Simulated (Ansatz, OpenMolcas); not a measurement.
How basis sets differ on CF+ (SMILES [C+]F)

CF+, singlet, SMILES `[C+]F`. Each level relaxes the structure for itself.

Quantity: the harmonic wavenumber, in cm⁻¹. The values are calculated.

| level | kind | program | value (cm⁻¹) |
| --- | --- | --- | --- |
| HF/STO-3G | Hartree–Fock | Ansatz | 1862 |
| HF/3-21G | Hartree–Fock | OpenMolcas | 1764 |
| HF/6-31G* (Cartesian functions) | Hartree–Fock | OpenMolcas | 1963 |
| HF/cc-pVTZ | Hartree–Fock | Ansatz | 1978 |

Harmonic and unscaled. The values span 1764 to 1978 cm⁻¹.
